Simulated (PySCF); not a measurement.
Gas-phase reaction: 2 (CH₃)₃SiH + Si = 3 CH₃SiH₂ + C₃H₅ (allyl)

Method: PySCF energies (xtb for GFN2) plus ideal-gas RRHO corrections (1 bar). S°(298 K) at PBE0/def2-TZVP differs from the NASA 1993 table for C₃H₅ (allyl) (-17 J/mol/K); whether the harmonic model or the table's entry is off was not settled. † marks an energy on the PBE0/def2-TZVP geometry and frequencies; other levels use their own. MP2 freezes the core. 6-31G* has spherical d functions here. Open shells (unrestricted): Si (multiplicity 3, electronic degeneracy 9), CH₃SiH₂ (multiplicity 2), C₃H₅ (allyl) (multiplicity 2); the rest are closed-shell singlets. GFN2 has no spin-polarisation term. Spin-orbit splitting is ignored; it lowers the true energy and changes the entropy of Si. B3LYP is the form with VWN-RPA correlation. CH₃SiH₂: computed as isolated molecules; such fragments, hydroxides, amides, oligomers or adducts are transient or little studied in the gas. MP2 isn't extrapolated to the basis-set limit; its ΔH°(298 K) is 452.6 kJ in def2-SVP and 481.5 kJ in def2-TZVPP. The harmonic model lacks anharmonicity and excited electronic states, which grow with temperature; levels with a mode under 35 cm⁻¹ are left out. Internal rotation in (CH₃)₃SiH, CH₃SiH₂ is treated as a harmonic vibration of one conformer, which makes the entropy rough. Warning, spin contamination: C₃H₅ (allyl) (HF/6-31G*, MP2/def2-SVP†, MP2/def2-TZVPP†).

| level | ΔE electronic, kJ | ΔH°(298 K), kJ | ΔS°(298 K), J/K | ΔG°(1600 K), kJ |
|---|---|---|---|---|
| B3LYP/6-31G* | 434 | 388 | 229 | 35 |
| GFN2-xTB | 334 | 286 | 218 | -54 |
| HF/6-31G* | 372 | 324 | 232 | -35 |
| M06-2X/def2-TZVP† | 465 | 421 | 230 | 69 |
| MP2/def2-SVP† | 497 | 453 | 230 | 101 |
| MP2/def2-TZVPP† | 526 | 481 | 230 | 130 |
| PBE/def2-TZVP† | 424 | 380 | 230 | 29 |
| PBE0/def2-SVP† | 440 | 396 | 230 | 44 |
| LDA/def2-TZVP† | 488 | 444 | 230 | 92 |
ΔH° is lowest at GFN2-xTB and highest at MP2/def2-TZVPP†. No reference value is set beside these.
